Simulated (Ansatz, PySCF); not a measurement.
Gas-phase reaction (SMILES): Cl (HCl) -> Cl atom + H atom; the Cl-H bond at the site shown breaks (other sites are not compared here).

Structures are relaxed separately at B3LYP-D3(BJ)/def2-TZVP in Ansatz (a quantum-chemistry and plane-wave program). Cores are frozen in the correlated levels unless marked. Open shells are spin-unrestricted. Spin-orbit coupling is left out. Non-relativistic. CBS(X,Y): correlation extrapolated as X^-3; Hartree-Fock from the larger set (for Q and 5 zeta extrapolated as (X+1)exp(-9√X)). Thermal terms are rigid-rotor harmonic-oscillator values from B3LYP-D3(BJ) frequencies (PySCF) at 298.15 K and 1 atm. 1 Eh = 627.5095 kcal/mol. Atoms have translation alone.

```tsv
species	E, CCSD(T)/CBS(cc-pV(Q+d)Z,cc-pV(5+d)Z) (Ansatz) (Eh)	E, wB97X-V/def2-TZVPD (Ansatz) (Eh)	H - E (Eh)
Cl (HCl)	-460.37772	-460.74931	0.01000
Cl atom	-459.70650	-460.08005	0.00236
H atom	-0.50000	-0.50049	0.00236
```

**Question.** Work out ΔE and ΔH at 298.15 K at the first level, then ΔH at the second.

**Answer.** 
1. ΔE = [(-459.70650) + (-0.50000)] - [(-460.37772)] = 0.17122 Eh = 107.4 kcal/mol at CCSD(T)/CBS(cc-pV(Q+d)Z,cc-pV(5+d)Z).
2. The terms H - E add up to -0.00528 Eh, so ΔH = (0.17122 + (-0.00528))×627.5095 = 104.1 kcal/mol.
3. At wB97X-V/def2-TZVPD the same steps give ΔE = 105.9 and ΔH = 102.6 kcal/mol, a shift of -1.5 from the first level.
4. Tabulated enthalpies of formation (Cl (HCl) -22.0 kcal/mol, ATcT 1.112; Cl atom 29.0 kcal/mol, ATcT 1.112; H atom 52.1 kcal/mol, ATcT 1.112) give ΔH = 103.1, so the errors are +1.0 and -0.5 kcal/mol; the tables hold anharmonic motion, scalar relativity, spin-orbit effects, which both levels lack, and core correlation, which the frozen-core level lacks.
